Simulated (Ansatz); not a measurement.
Energy needed to pull apart SiNH$_{3}$S (SMILES N=[SiH]S), singlet, into free ground-state atoms, from the structure below (displaced at random from a GFN2-xTB minimum); no zero-point or spin–orbit terms; open-shell atoms are treated unrestricted, in their ground-state multiplicity.

```csv
atom,x (Å),y (Å),z (Å)
N1,-1.3146,-0.4066,-0.6643
Si2,-0.1612,0.5869,-0.2821
S3,1.5800,0.2872,0.9562
H4,-1.3298,-1.4107,-0.4701
H5,-0.1004,1.9925,-0.6769
H6,1.4239,-1.0724,1.1848
```

Program: Ansatz 0.2.0. Basis: def2-TZVPP. Cores are frozen in the correlated methods.

| method | atomization energy (kJ/mol) |
| --- | --- |
| PBE-D4 | 1881 |
| revPBE-D4 | 1834 |
| r2SCAN-D4 | ? |
| PBE0-D4 | 1821 |
| LC-wPBE | 1794 |
| wB97M-V | 1848 |
| HF | 1168 |
| MP2 | 1791 |
| CCSD | ? |
| CCSD(T) | 1760 |

Problem. What does r2SCAN-D4 give? (Judge from chemistry; the value comes from the calculation.)

Solution. By the calculation: 1837 kJ/mol, which is about 76 kJ/mol more than CCSD(T)/def2-TZVPP.

Problem. What does CCSD give? (Judge from chemistry; the value comes from the calculation.)

Solution. By the calculation: 1717 kJ/mol, which is about 44 kJ/mol less than CCSD(T)/def2-TZVPP.

In triple zeta the MP2 and coupled-cluster atomization energies are still short of their basis limit by a few kcal/mol a bond, whereas those of the functionals are nearly converged, so these differences are not deviations from converged CCSD(T).

The T1 diagnostic stays at or below 0.017.

For scale, one of the runs: CCSD(T)/def2-TZVPP forces, 157 basis functions (an equivalent command: `ansatz run in.yaml --threads 4`). The run took 40 s on 4 CPU threads (shared host), with 1.9 GiB of host memory at its peak.
